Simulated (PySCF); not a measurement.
Reaction (SMILES): N#N (N2) + 3 [H][H] (H2) → 2 N (NH3)
B3LYP-D3(BJ)/def2-TZVP geometries, fixed; electronic energies without zero-point terms.
Largest species:
```xyz
4

N      0.0022    -0.0038     0.1116
H     -0.0020     0.9512    -0.2281
H      0.8095    -0.4644    -0.2929
H     -0.8232    -0.4600    -0.2599
```
Charge 0, spin multiplicity 1.

Effect of the grid level at PBE0/def2-TZVP with PySCF, against the last row, where the energy of full hydrogenation is -47.20 kcal/mol.

```csv
setting,"grid points, largest species",largest shift of a total energy (mEh),shift of the energy of full hydrogenation (kcal/mol)
grids.level: 0,2928,-4.747,-4.915
grids.level: 1,12536,-0.006,-0.010
grids.level: 2,27112,0.001,0.001
grids.level: 3,43328,0.000,0.000
grids.level: 4,75000,0.000,0.000
grids.level: 5,112736,0.000,0.000
grids.level: 7,235424,0.000,0.000
```

Within 0.02 kcal/mol in the energy of full hydrogenation: grids.level: 1; grids.level: 2; grids.level: 3; grids.level: 4; grids.level: 5. The largest shift is 4.747 mEh in a total energy and 4.915 kcal/mol in the difference.
